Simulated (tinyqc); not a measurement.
Stretching all distances: RHF, UHF, MP2, CISD and CCSD against full CI in the sto-3g basis, for HF, spin multiplicity 1. Computed by the program tinyqc with PySCF. All coordinates are multiplied by the scale. c0^2 is the weight of the RHF determinant in the lowest singlet FCI state (UHF is spin-contaminated and may lie near states of higher spin) and n(LUMO) the first natural occupation beyond the occupied space.

Geometry (angstrom):
```
atom       x       y       z
F     0.0000  0.0000  0.0000
H     0.0000  0.0000  0.8760
```

Full CI energy (hartree) and errors against it (kcal/mol):
```
scale  distance 1-2 (angstrom)     E(FCI)      RHF     UHF     MP2   CISD   CCSD  <S^2> UHF   c0^2  n(LUMO)
0.940                    0.823  -98.56270   12.214  12.214   3.680  0.000  0.000      0.000  0.990    0.019
1.140                    0.999  -98.60329   20.495  20.495   7.207  0.000  0.000      0.000  0.978    0.043
1.350                    1.183  -98.58152   33.183  33.183  13.154  0.000  0.000      0.000  0.953    0.092
1.550                    1.358  -98.54640   49.475  36.818  21.130  0.000  0.000      0.485  0.913    0.171
1.750                    1.533  -98.51372   69.730  27.512  30.938  0.000  0.000      0.749  0.857    0.283
1.960                    1.717  -98.48790   94.115  16.777  41.775  0.000  0.000      0.881  0.786    0.425
2.160                    1.892  -98.47214  118.136   9.399  50.362  0.000  0.000      0.942  0.718    0.561
```

What does the comparison show, and why?

UHF parts from RHF first at scale 1.55 of those listed, where <S^2> leaves zero. The weight c0^2 goes from 0.99 to 0.72 and n(LUMO) from 0.02 to 0.56: static correlation grows as the bonds break into open-shell fragments. The spread of the error along the curve, which distorts its shape, is CISD 0.0, CCSD 0.0, UHF 27.4, MP2 46.7, RHF 105.9 kcal/mol. With one virtual orbital CISD and CCSD are exact.
